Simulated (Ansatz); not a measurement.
Results of RPBE (PAW; Ansatz, a quantum-chemistry and plane-wave program) for hcp Zr.

Run with plane-wave cutoff 520 eV, 24×24×12 k mesh (along the axes of the cell as run), Fermi–Dirac smearing 0.034 eV (set by the program), scalar-relativistic PAW data made under PBE.

Computed at the level's own relaxed cell.

```
Zr
1.0
    3.26015     0.00000     0.00000
   -1.63007     2.82337     0.00000
    0.00000     0.00000     5.20642
Zr
2
Cartesian
  1.63007   0.94112   3.90481
  0.00000   1.88225   1.30160
```

Task: Give the elastic tensor (Voigt notation, GPa, ions relaxed, in the Cartesian axes of the cell as printed).

Result: 
```
  139.7    61.4    61.2     0.0     0.0     0.0
   61.4   139.7    61.2     0.0     0.0     0.0
   61.2    61.2   155.5     0.0     0.0     0.0
    0.0     0.0     0.0    29.1     0.0     0.0
    0.0     0.0     0.0     0.0    29.1     0.0
    0.0     0.0     0.0     0.0     0.0    39.2
```

Measured, for comparison: elastic constant C11 155 GPa, elastic constant C12 67.2 GPa, elastic constant C44 36.3 GPa, elastic constant C33 172 GPa, elastic constant C13 64.6 GPa (4 K, zero-point motion not removed; as tabulated in Clouet (2012), arXiv:1210.1082). Computed (rounded) less measured: elastic constant C11 -10 %, elastic constant C12 -9 %, elastic constant C44 -20 %, elastic constant C33 -9 %, elastic constant C13 -5 %.

Static lattice: no zero-point or thermal effects.
